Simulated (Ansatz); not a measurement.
**AlO+ (triplet): the correlation ladder at distance Al1–O2 = 3.283 Å, cc-pVDZ**

Aim: climb from Hartree-Fock through coupled cluster and multireference methods for AlO+ (triplet) at one geometry and basis, and see what each rung misses.

Method: cc-pVDZ, core rule «outside noble gas», up to 6 orbitals frozen; program: Ansatz 0.2.0, Gaussian basis.

Plan: UHF; CCSD(T) on ROHF; CCSD(T) on UHF; BCCD(T) on ROHF; CISD as a restricted active space (open shells left free, so some higher excitations enter); CCSDT(Q) on ROHF; CCSDT(Q) on UHF; CCSDTQ on ROHF; CCSDTQ on UHF; CASSCF and MRCISD+Q, 4 electrons in 4 orbitals; CASSCF and NEVPT2, 4 electrons in 4 orbitals; CASSCF and MRCISD+Q, 8 electrons in 8 orbitals; CASSCF and NEVPT2, 8 electrons in 8 orbitals; Full CI.

12 further runs of the same task are left out: 12 for a known fault of the program. Runs told in other sessions of the task aren't counted.

## (1) What is computed

The geometry derives from a PBE0/def2-TZVP stationary point (not a proven minimum). One bond is set to the value named and the two fragments are kept rigid.

2 atoms, charge 1, spin multiplicity 3.

Atoms are counted from 1 here; the program's logs count them from 0.

No contacts short enough for the rule that draws bonds.

## (2) UHF

in.yaml

```yaml
crystal:
  periodic: [false, false, false]
  atoms:
    - {symbol: Al, position_ang: [0.000000, 0.000000, 0.000000]}
    - {symbol: O, position_ang: [0.000000, 0.000000, 3.283000]}
basis:
  gaussian: {orbitals: cc-pVDZ}
total_charge: 1
magnetization: {spin_polarized: true, initial_magnetization: 2}
hamiltonian: {xc: hf}
output: {orbitals: {seedname: orbitals}}
```

Run with:

```console
$ ansatz run in.yaml --threads 1 --pin off --events-out ev --progress --plain --max-ram 4096MiB --backend cpu
```

The runs that follow: CCSD(T) on ROHF; CCSD(T) on UHF; BCCD(T) on ROHF; CISD as a restricted active space (open shells left free, so some higher excitations enter); CCSDT(Q) on ROHF; CCSDT(Q) on UHF; CCSDTQ on ROHF; CCSDTQ on UHF; CASSCF and MRCISD+Q, 4 electrons in 4 orbitals; CASSCF and NEVPT2, 4 electrons in 4 orbitals; CASSCF and MRCISD+Q, 8 electrons in 8 orbitals; CASSCF and NEVPT2, 8 electrons in 8 orbitals; Full CI.

**Question.** What will the summary of the whole plan be? Wanted: FCI from the RHF energy; RMP2 from FCI; UMP2 from FCI; RCCSD from FCI; RCCSD(T) from FCI; UCCSD(T) from FCI; RCCSDT(Q) from FCI; UCCSDT(Q) from FCI; NEVPT2 pair from FCI.

As calculated:

| quantity | value |
| --- | --- |
| FCI from the ROHF energy | -4.4600 eV |
| RMP2 from FCI | +824.9 meV |
| UMP2 from FCI | +817.8 meV |
| RCCSD from FCI | +36.4 meV |
| RCCSD(T) from FCI | +7.3 meV |
| UCCSD(T) from FCI | +5.7 meV |
| RCCSDT(Q) from FCI | -0.3 meV |
| UCCSDT(Q) from FCI | -1.8 meV |
| NEVPT2 pair from FCI | +797.5 meV |
| MRCISD+Q pair from FCI | -1.0 meV |
| NEVPT2 valence from FCI | +715.3 meV |
| levels within 1 kcal/mol (43 meV) | RCCSD, UCCSD, RCCSD(T), UCCSD(T), BCCD(T), RCCSDT, UCCSDT, RCCSDT(Q), UCCSDT(Q), RCCSDTQ, UCCSDTQ, MRCISD+Q pair, MRCISD+Q valence |
| T1 diagnostic | 0.015 |
| effectively unpaired electrons | 2.07 |

In words: RCCSD(T) misses by +7.3 meV, 0.2 % of the correlation energy. UCCSDTQ, MRCISD+Q valence fall below full CI: unrestricted runs freeze a spin-polarised core, another one than full CI's, and coupled cluster isn't variational. One determinant dominates. Of the multireference levels listed MRCISD+Q pair comes nearest in total energy (-1.0 meV), which doesn't show that its space is the better one. These misses are within one basis, not against nature; the frozen cores of restricted and unrestricted runs differ, which can shift their rows.

Levels on UHF freeze UHF's core orbitals, full CI those of ROHF, so the U rows can settle a little off it for that reason alone.

With open shells the CI space here admits some higher excitations, so it is larger than plain CISD.
